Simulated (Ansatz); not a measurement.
Q: Name a neutral molecule of B, O and H with size of the dipole moment (B3LYP/def2-TZVPP) between 3.80 and 4.10 D and LUMO energy (B3LYP/def2-TZVPP) between -0.90 and -0.60 eV (Ansatz, PBE0-D4/def2-TZVP geometry).

A: `O=BO` (3.85 D, -0.88 eV). Other molecules can fit too; these were computed, each in one conformer that needn't be the lowest.

B3LYP here is the variant with VWN-RPA as its local correlation; programs differ in this.
